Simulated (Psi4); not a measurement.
Reaction (SMILES): C=CCl + 3 [H][H] (H2) → 2 C (CH4) + Cl (HCl)
B3LYP-D3(BJ)/def2-TZVP geometries, fixed; electronic energies without zero-point terms.
Largest species:
```xyz
6

C      0.0112     0.7589    -0.0124
C      1.3049     1.0233     0.0034
Cl    -0.6370    -0.8532     0.0042
H     -0.7591     1.5163    -0.0370
H      2.0529     0.2431     0.0280
H      1.6388     2.0524    -0.0084
```
Charge 0, spin multiplicity 1.

How fast the energy of full hydrogenation converges with the basis for several methods (Psi4): deviation from each method's own reference, in kcal/mol. References: HF -83.18 kcal/mol, the value in def2-QZVPP; MP2 -75.55 kcal/mol, Hartree-Fock in cc-pV(Q+d)Z plus the correlation part extrapolated as X^-3 from cc-pV(T+d)Z and cc-pV(Q+d)Z; PBE -75.02 kcal/mol, the value in def2-QZVPP; wB97X-V -78.46 kcal/mol, the value in def2-QZVPP. Cartesian d functions, on some or all atoms, in 6-31G**; all else is spherical. Density fitting with the program's default auxiliary sets. In correlated methods cores are frozen. Psi4's default fitting sets serve the pcseg sets less well. No added dispersion term, no relativity. Functionals ending in -V hold VV10 correlation. 

```json
[
 {"basis": "6-31G**", "functions": "64", "HF": "-2.74", "MP2": "-0.86", "PBE": "-0.79", "wB97X-V": "-1.62"},
 {"basis": "6-311G**", "functions": "80", "HF": "-2.53", "MP2": "-0.86", "PBE": "-1.72", "wB97X-V": "-2.10"},
 {"basis": "aug-pcseg-1", "functions": "100", "HF": "-3.77", "MP2": "-3.62", "PBE": "-1.91", "wB97X-V": "-2.47"},
 {"basis": "pcseg-2", "functions": "136", "HF": "-0.70", "MP2": "-1.12", "PBE": "-0.25", "wB97X-V": "-0.52"},
 {"basis": "cc-pV(T+d)Z", "functions": "141", "HF": "-0.42", "MP2": "-1.09", "PBE": "-0.20", "wB97X-V": "-0.64"},
 {"basis": "def2-TZVPP", "functions": "146", "HF": "-0.20", "MP2": "-0.75", "PBE": "0.11", "wB97X-V": "-0.04"},
 {"basis": "aug-cc-pV(T+d)Z", "functions": "216", "HF": "-0.32", "MP2": "-0.69", "PBE": "-0.32", "wB97X-V": "-0.60"},
 {"basis": "cc-pV(Q+d)Z", "functions": "264", "HF": "0.00", "MP2": "-0.28", "PBE": "-0.06", "wB97X-V": "-0.32"}
]
```

Mean absolute deviation over 6-311G**, pcseg-2, cc-pV(T+d)Z, def2-TZVPP, aug-cc-pV(T+d)Z: PBE 0.52, wB97X-V 0.78, HF 0.83, MP2 0.90 kcal/mol.
